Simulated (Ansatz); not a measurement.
## How methods differ on BNH2Cl (SMILES N[B]Cl)

The species is BNH2Cl (5 atoms), meant as a doublet with charge 0. As SMILES, `N[B]Cl`. Geometry: relaxed at PBE0-D4/def2-TZVP. This is one conformer, not always the lowest.

```jsonl
{"atom": "N", "x (Å)": "-0.3340", "y (Å)": "0.4121", "z (Å)": "-0.2567"}
{"atom": "B", "x (Å)": "-0.0984", "y (Å)": "-0.5446", "z (Å)": "0.7044"}
{"atom": "Cl", "x (Å)": "1.3432", "y (Å)": "-1.5262", "z (Å)": "0.7846"}
{"atom": "H", "x (Å)": "-1.1767", "y (Å)": "0.9599", "z (Å)": "-0.2731"}
{"atom": "H", "x (Å)": "0.3158", "y (Å)": "0.6251", "z (Å)": "-1.0006"}
```

Each level gives the energy change with the N1–H5 bond stretched from 1.010 to 2.021 Å (eV). The values are calculated.

```
            level                    kind  program  value (eV)  less FCI/STO-3G  CPU time (all runs)
       UHF/STO-3G            Hartree–Fock   Ansatz        4.19            +1.09               0.62 s
    USVWN5/STO-3G                     LDA   Ansatz        3.73            +0.63                2.3 s
     UBLYP/STO-3G                     GGA   Ansatz        3.22            +0.12                3.7 s
    UB3LYP/STO-3G           global hybrid   Ansatz        3.75            +0.65                4.2 s
UCAM-B3LYP/STO-3G  range-separated hybrid   Ansatz        4.07            +0.97                4.9 s
   UB2PLYP/STO-3G           double hybrid   Ansatz        3.79            +0.69                5.9 s
      UMP2/STO-3G     perturbation theory   Ansatz        4.09            +0.99               0.55 s
    UCCSDT/STO-3G   coupled cluster or CI   Ansatz        3.10             0.00                3.3 s
       FCI/STO-3G      exact in the basis   Ansatz        3.10             0.00              2.3 min
```

FCI/STO-3G is exact within its basis and frozen core, so for wave-function methods in that basis the difference is their error; functionals converge differently with the basis, so for them it is only a difference. The first shape isn't each level's own minimum. The values span 3.10 to 4.19 eV. Spin contamination of the reference (⟨S²⟩ at least 0.1 too high) touches UHF/STO-3G, UCAM-B3LYP/STO-3G, UB2PLYP/STO-3G, UMP2/STO-3G, UCCSDT/STO-3G. All rows use very small basis sets, so even the best lies far from the true value. Times are those of the runs behind each value, whatever else they computed, on shared processors of several kinds: orders of magnitude only.
